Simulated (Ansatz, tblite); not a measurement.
Forces on Si2C at its PBE0-D4/def2-TZVP geometry. Total charge 0; singlet.

The xTB rows come from tblite. The structure comes from a short search, and lower isomers may exist.

GFN1-xTB (tblite), largest force 2.01 eV/Å:

```xyz
3
positions Å, forces eV/Å
Si   -1.442    0.362    0.137   -1.951    0.479   -0.006
Si    1.284   -0.351   -0.675    1.634   -0.458   -1.075
C     0.158   -0.011    0.538    0.316   -0.022    1.081
```

GFN2-xTB (tblite), largest force 3.66 eV/Å:

```
Si -3.539 0.850 -0.376
Si 2.768 -0.798 -2.257
C 0.771 -0.052 2.633
```

revPBE-D4/def2-TZVP (Ansatz), largest force 0.76 eV/Å:

```
Si -0.728 0.172 -0.138
Si 0.536 -0.159 -0.515
C 0.192 -0.013 0.654
```
